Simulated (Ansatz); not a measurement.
Mulliken charges of `FC1=CCN1` from r2SCAN/def2-TZVPP in Ansatz (PBE0-D4/def2-TZVP geometry).

```
atom   x (Å)   y (Å)   z (Å)  charge (e)
  F1   1.074   1.340   1.583      -0.183
  C2   0.535   0.590   0.650       0.363
  C3   0.975  -0.223  -0.310      -0.375
  C4  -0.478  -0.458  -0.655       0.129
  N5  -0.838   0.552   0.398      -0.285
  H6   1.920  -0.470  -0.760       0.114
  H7  -0.866  -1.454  -0.428       0.053
  H8  -0.805  -0.136  -1.645       0.044
  H9  -1.429   0.211   1.150       0.140
```

By hand: the dipole of these point charges (1 e Å = 4.8032 D).

Σ q r = (-0.253, -0.271, -0.156) e Å, of length 0.402 e Å = 1.93 D.

How does the dipole of the full density compare? (Estimate.)

Ansatz gave: (-0.176, -0.317, -0.067) e Å, 1.77 D; the point charges give 1.09 times that, at 18° from its direction.

Point charges leave out the atoms' own dipoles, such as those of lone pairs, and Mulliken's split depends on the basis, so the two needn't agree.
